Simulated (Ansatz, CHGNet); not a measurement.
For rock-salt LiBr, the machine-learned potential CHGNet 0.3.0 (trained on PBE and PBE+U data) gives:

- elastic constant C11: 28.2 GPa
- elastic constant C44: 10.1 GPa
- Voigt–Reuss–Hill shear modulus: 6.3 GPa

Q: What does Hartree–Fock in Ansatz (plane waves, PAW) give for the same quantities?

A: 
- elastic constant C11: 30.8 GPa (increases by 9.2 %)
- elastic constant C44: 20.5 GPa (grows by 100 %)
- Voigt–Reuss–Hill shear modulus: 12.6 GPa (goes up by 100 %)

For comparison: elastic constant C11 39.6 GPa (measured, temperature not stated, no zero-point or thermal correction; as tabulated in Harker's crystal data pages); elastic constant C44 19.1 GPa (measured, temperature not stated, no zero-point or thermal correction; as tabulated in Harker's crystal data pages).

Changes are worked out from the printed values.

Unless a cell is named, each level is at its own relaxed cell (CHGNet 0.3.0 20.92, Hartree–Fock 22.79 Å³/atom).

Ansatz's density-functional and Hartree–Fock values are scalar-relativistic unless marked +SOC, with PAW data made under PBE.

Ansatz is a quantum-chemistry and plane-wave program.
